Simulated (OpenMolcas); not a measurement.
**One shape, several levels: AlH3O (SMILES [OH][AlH2])**

Wanted: a comparison of 6 runs (B2PLYP/STO-3G, PBE/STO-3G, PBE0/STO-3G, SVWN5/STO-3G, CISD/STO-3G, CCSD(T)/STO-3G) of AlH3O. 

The results are computed with OpenMolcas 26.06.

1 further run of the same task is left out (set aside as unsound or not needed).

## Step 1: The molecule

The species is AlH3O (5 atoms), meant as a singlet with charge 0. SMILES: `[OH][AlH2]`. Geometry: a GFN2-xTB relaxation, a rough one for these elements and not checked as a minimum.

Bond lengths: O1–Al2 1.635 Å, O1–H3 0.948 Å, Al2–H4 1.531 Å, Al2–H5 1.531 Å. Angles: O1–Al2–H4 120.1°, O1–Al2–H5 119.9°, Al2–O1–H3 180.0°, H4–Al2–H5 120.0°.

## Step 2: The energy at B2PLYP/STO-3G (run 1)

input.xyz

```xyz
5

O      0.466850    -0.840530     0.530140
Al    -0.229260     0.411010    -0.259630
H      0.871080    -1.565960     0.987920
H     -1.146160     0.148040    -1.457320
H      0.037500     1.847440     0.198890
```

job.input

```
&GATEWAY
 BasLib=$CurrDir
 Coord=input.xyz
 Basis=STO-3G
 Group=NoSym

&SEWARD
 GridInput
 Grid=UltraFine
 End of Grid

&SCF
 KSDFT=B2PLYP_SCF
 Thresholds=1e-10 1e-07 1e-07 1e-05
 PrOrbitals=1 1

&MBPT2
 Frozen=6
```

The basis set STO-3G is read from a file made from the Basis Set Exchange's data (not shown).

Run with:

```
export MOLCAS_MEM=1860
pymolcas job.input > job.log
```

What it wrote:

```text
--- Start Module: gateway ---
[...]
--- Stop Module: gateway /rc=_RC_ALL_IS_WELL_ ---
[...]
      Basis functions           17
[...]
--- Start Module: scf ---
[...]
       Convergence after  10 Iterations
[...]
::    Total KS-DFT energy                            -315.1892413328
[...]
      Total spin, S                                     0.0000000000
[...]
      Total electronic charge=   24.000000
      Total            charge=   -0.000000
[...]
      Dipole Moment (debye):
      Origin of the operator (angstrom)=    0.0227   -0.0418    0.0261
                   X=  4.4812E-01               Y= -8.1415E-01               Z=  5.0994E-01           Total=  1.0600E+00
      Quadrupole Moment (debye*angstrom):
[...]
--- Stop Module: scf /rc=_RC_ALL_IS_WELL_ ---
[...]
--- Start Module: mbpt2 ---
[...]
 ###    WARNING: MP2 implementation intended for RHF references only         ###
 ###############################################################################
MBPT2 WARNING: Reference function according to RunFile:KS-DFT
I'll assume you know what you're doing and continue
WARNING!
Default frozen orbitals as non valence orbitals is overwritten by user input.
Default values:   3
[...]
       Reference weight ( Cref**2 )         =        0.95019
::    Total MBPT2 energy                             -315.2746633477
[...]
      Total MBPT2 calculations                           0.04      0.03
--- Stop Module: mbpt2 /rc=_RC_ALL_IS_WELL_ ---
[...]
```

Wall time 3.6 s (1 thread of Intel Xeon Platinum 8488C (Sapphire Rapids), shared host); peak memory 0.37 GiB.

## Step 3: A single-point energy at PBE/STO-3G (run 2)

input.xyz is that of step 2.

job.inp

```
* AlH3O Kohn-Sham DFT
&GATEWAY
BASLIB=$CurrDir
COORD=input.xyz
BASIS=STO-3G
GROUP=NoSym
&SEWARD
GRIDINPUT
Grid=UltraFine
End of Grid
&SCF
KSDFT=PBE
THRESHOLDS=1e-10 1e-07 1e-07 1e-05
PRORBITALS=1 1
```

The basis set STO-3G is read from a file made from the Basis Set Exchange's data (not shown).

Run with:

```
export MOLCAS_MEM=1860
pymolcas job.inp > job.log
```

What it wrote:

```text
--- Start Module: gateway ---
[...]
--- Stop Module: gateway /rc=_RC_ALL_IS_WELL_ ---
--- Start Module: seward ---
[...]
      Basis functions           17
--- Stop Module: seward /rc=_RC_ALL_IS_WELL_ ---
--- Start Module: scf ---
[...]
       Convergence after  13 Iterations
[...]
::    Total KS-DFT energy                            -315.2118219746
[...]
      Total spin, S                                     0.0000000000
[...]
      Total electronic charge=   24.000000
      Total            charge=   -0.000000
[...]
      Dipole Moment (debye):
      Origin of the operator (angstrom)=    0.0227   -0.0418    0.0261
                   X=  6.5174E-01               Y= -1.1793E+00               Z=  7.4059E-01           Total=  1.5375E+00
      Quadrupole Moment (debye*angstrom):
[...]
--- Stop Module: scf /rc=_RC_ALL_IS_WELL_ ---
[...]
```

Wall time 4.2 s (1 thread of Intel Xeon Platinum 8488C (Sapphire Rapids), shared host); peak memory 0.37 GiB.

Runs 3 to 5 aren't shown in full; the table further down has their settings and results.

## Step 4: The energy at CCSD(T)/STO-3G (run 6)

input.xyz is that of step 3.

job.input

```
* AlH3O CCSD(T)
>>> EXPORT MOLCAS_PRINT=2

&GATEWAY
  BasLib
  $CurrDir
  Coord
  input.xyz
  Basis
  STO-3G
  Group
  NoSym

&SEWARD

&SCF
  Thresholds
  1e-10 1e-07 1e-07 1e-05
  PrOrbitals
  1 1

&RASSCF
  FileOrb
  $Project.ScfOrb
  Spin
  1
  Nactel
  0 0 0
  Inactive
  12
  Ras2
  0
  OutOrbitals
  Canonical
  OrbListing
  Nothing

&MOTRA
  JobIph
  Frozen
  6

&CCSDT
  CCT
  Triples
  2
  Iterations
  80
  Accuracy
  1e-08
  Extrapolation
  5 4
```

The basis set STO-3G is read from a file made from the Basis Set Exchange's data (not shown).

Run with:

```
export MOLCAS_MEM=1860
pymolcas job.input > job.log
```

What it wrote:

```text
--- Start Module: gateway ---
[...]
--- Stop Module: gateway /rc=_RC_ALL_IS_WELL_ ---
[...]
      Basis functions           17
[...]
       Convergence after  10 Iterations
[...]
::    Total SCF energy                               -314.5833353813
[...]
      Total spin, S                                     0.0000000000
[...]
      Number of active orbitals                  0
[...]
      Spin quantum number                      0.0
[...]
      Active orbitals                            0
[...]
      Number of CSFs                             1
[...]
      Number of root(s) required                 1
[...]
      Convergence after  4 iterations
[...]
      Natural orbitals and occupation numbers for root  1
      ************************************************************************************************************************
      *                                                    Final results                                                     *
      ************************************************************************************************************************
[...]
::    RASSCF root number  1 Total energy:   -314.58333538
[...]
      Total electronic charge=   24.000000
      Total            charge=   -0.000000
[...]
      Dipole Moment (debye):
      Origin of the operator (angstrom)=    0.0227   -0.0418    0.0261
                   X=  2.9190E-01               Y= -5.3397E-01               Z=  3.3297E-01           Total=  6.9369E-01
      Quadrupole Moment (debye*angstrom):
[...]
--- Start Module: motra ---
[...]
      *** WARNING: Default frozen orbitals is overwritten by user input.
      *** Default values:   3
[...]
--- Stop Module: motra /rc=_RC_ALL_IS_WELL_ ---
--- Start Module: ccsdt ---
[...]
      Convergence after                    14  Iterations
      Total energy (diff) :    -314.66344875       0.00000001
[...]
 METHOD                       : CCSD+T(CCSD)+<T3(1)WT1> = CCSD(T)
[...]
       CCSD     =      -314.6634487483569
[...]
--- Stop Module: ccsdt /rc=_RC_ALL_IS_WELL_ ---
[...]
```

It took 2.4 s on 1 thread of Intel Xeon Platinum 8488C (Sapphire Rapids), shared host; peak memory 0.37 GiB.

## Step 5: All runs side by side

| run | level | frozen core orbitals | integration grid | energy (Eh) | dipole moment (D) of the reference | HOMO energy (eV) | LUMO energy (eV) | wall time |
| --- | --- | --- | --- | --- | --- | --- | --- | --- |
| 1 | B2PLYP/STO-3G | 6 | UltraFine | -315.212305 | 1.06 | -4.94 | 7.24 | 3.6 s |
| 2 | PBE/STO-3G | – | UltraFine | -315.211822 | 1.54 | -1.41 | 4.59 | 4.2 s |
| 3 | PBE0/STO-3G | – | UltraFine | -315.264004 | 1.29 | -3.21 | 5.69 | 3.6 s |
| 4 | SVWN5/STO-3G | – | UltraFine | -313.786858 | 1.58 | -1.37 | 4.47 | 3.3 s |
| 5 | CISD/STO-3G | 6 | – | -314.661110 | 0.69 | -7.65 | 10.01 | 1.8 s |
| 6 | CCSD(T)/STO-3G | 6 | – | -314.666115 | 0.69 | -7.65 | 10.01 | 2.4 s |

## Step 6: Results

| quantity | value |
| --- | --- |
| run 6: total energy | -314.66612 Eh |
| run 6: dipole moment (mean-field density) | 0.69 D |
| run 6: HOMO energy (Hartree–Fock orbitals) | -7.65 eV |
| run 6: LUMO energy (Hartree–Fock orbitals) | 10.01 eV |
| run 6: HOMO–LUMO gap (Hartree–Fock orbitals) | 17.66 eV |
| run 6: correlation energy (6 core orbitals frozen) | -82.8 mEh |
| run 6: (T) correction | -2.67 mEh |

**Reading.** Over runs 1, 2, 3, 4 the dipole moment (its size) runs from 1.06 D (B2PLYP/STO-3G) to 1.58 D (SVWN5/STO-3G). A double hybrid's value is that of its SCF part. Over runs 1, 2, 3, 4 the HOMO–LUMO gap runs from 5.84 eV (SVWN5/STO-3G) to 12.17 eV (B2PLYP/STO-3G). For B2PLYP the log adds the whole second-order term; the table takes 0.27 of it, as the functional is defined. Totals of different functionals can't be ranked against each other. In runs 1, 2, 3, 4, 5, 6 the basis is minimal, so the values are rough. All runs together took 19 s, the longest 4.2 s.
